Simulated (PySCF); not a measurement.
# Computed spin Hamiltonian

Compound: C4H6F (doublet state).
Structure used (GFN2-xTB), in Å, numbered top down from 1:
```
atom  x, y, z in Å
C1     1.6032    0.0599   -0.1229
C2     0.2520   -0.2755   -0.4501
C3    -0.8915    0.7179   -0.2254
C4    -0.7915   -0.4729    0.6496
F5    -1.6951   -1.4758    0.4760
H6     1.8184    0.7259    0.6899
H7     2.4194   -0.3580   -0.6758
H8     0.1239   -0.9368   -1.2981
H9    -1.6788    0.7349   -0.9621
H10   -0.6460    1.6771    0.2017
H11   -0.5086   -0.3941    1.6911
```

The hyperfine couplings belong to this conformer and change with its torsions.

As a line formula: `C1[C@H]([C@@H]1F)[CH2]` [radical].

Computed, not measured: PySCF, UKS B3LYP, pcH-1 on C F H, non-relativistic, mean-field spin-orbit, GIAO. One conformer (not necessarily the lowest) at the GFN2-xTB geometry, without solvent, vibrations or thermal averaging. Couplings are sensitive to structure, and on GFN2-xTB geometries they can be far from those on DFT ones. Stability of the SCF solution: not tested.

| Quantity | Value |
| --- | --- |
| g1, g2, g3 | 2.00229, 2.00275, 2.00300 |
| g_iso | 2.00268 |
| Form of g | rhombic: the two nearest values differ by 34 % of g3 − g1 |
| ⟨S²⟩ | 0.7547 (exact 0.7500) |
| HOMO–LUMO gap, α and β orbitals | 6.60, 6.32 eV |
| Total energy | -255.79707 Eh |

Hyperfine couplings atom by atom, in MHz; T1 to T3 are the principal values of the dipolar part:

```json
{"atom": "C1", "isotope": "13C", "a_iso": "78.7", "T1": "-76.0", "T2": "-75.0", "T3": "150.9", "Mulliken spin population": "1.01"}
{"atom": "C2", "isotope": "13C", "a_iso": "-40.1", "T1": "-1.9", "T2": "-1.8", "T3": "3.7", "Mulliken spin population": "-0.11"}
{"atom": "C3", "isotope": "13C", "a_iso": "58.1", "T1": "-8.5", "T2": "-8.2", "T3": "16.7", "Mulliken spin population": "0.08"}
{"atom": "C4", "isotope": "13C", "a_iso": "84.8", "T1": "-10.9", "T2": "-10.4", "T3": "21.3", "Mulliken spin population": "0.09"}
{"atom": "F5", "isotope": "19F", "a_iso": "54.8", "T1": "-40.9", "T2": "-33.5", "T3": "74.4", "Mulliken spin population": "0.01"}
{"atom": "H6", "isotope": "1H", "a_iso": "-58.8", "T1": "-36.1", "T2": "-0.1", "T3": "36.2", "Mulliken spin population": "-0.04"}
{"atom": "H7", "isotope": "1H", "a_iso": "-61.1", "T1": "-37.1", "T2": "0.3", "T3": "36.8", "Mulliken spin population": "-0.04"}
{"atom": "H8", "isotope": "1H", "a_iso": "3.6", "T1": "-4.3", "T2": "-2.5", "T3": "6.7", "Mulliken spin population": "0.00"}
{"atom": "H9", "isotope": "1H", "a_iso": "3.8", "T1": "-4.5", "T2": "-1.9", "T3": "6.4", "Mulliken spin population": "0.00"}
{"atom": "H10", "isotope": "1H", "a_iso": "-2.7", "T1": "-5.7", "T2": "-0.9", "T3": "6.6", "Mulliken spin population": "0.00"}
{"atom": "H11", "isotope": "1H", "a_iso": "-2.7", "T1": "-5.7", "T2": "-1.5", "T3": "7.3", "Mulliken spin population": "0.00"}
```

Largest spin populations (Mulliken): C1 (+1.01), C2 (-0.11), C4 (+0.09) and C3 (+0.08). No atom but C1 exceeds +0.15. The angles at C1 add up to 360.0°, so it is planar; its axial dipolar tensor and the negative couplings of its protons fit spin in a p orbital normal to that plane.

Axes: g2 points within 7° of the C1–H7 bond.

Under fast tumbling the dipolar parts average out, and these isotropic splittings remain (the largest six): 1 × 1H (H7, I = 1/2, 2 lines) with 2.18 mT, 1 × 1H (H6, I = 1/2, 2 lines) with 2.10 mT, 1 × 19F (F5, I = 1/2, 2 lines) with 1.96 mT, 1 × 1H (H9, I = 1/2, 2 lines) with 0.14 mT, 1 × 1H (H8, I = 1/2, 2 lines) with 0.13 mT and 1 × 1H (H11, I = 1/2, 2 lines) with 0.10 mT.

H6 and H7 aren't averaged: C1 is flat or nearly so (angle sum 360°), and its turn about the short C1–C2 bond (1.43 Å) is taken as slow.

The 13C coupling of C4 (84.8 MHz) shows only in satellite lines or after enrichment, since that isotope makes up about 1.07 % of natural carbon.

Hardware: one thread, INTEL XEON PLATINUM 8581C at 2.10 GHz (x86_64), shared host with 80 logical CPUs at a one-minute load of 19. Cost: 18 s wall (grids of density and orbitals included), 0.67 GiB resident at most.
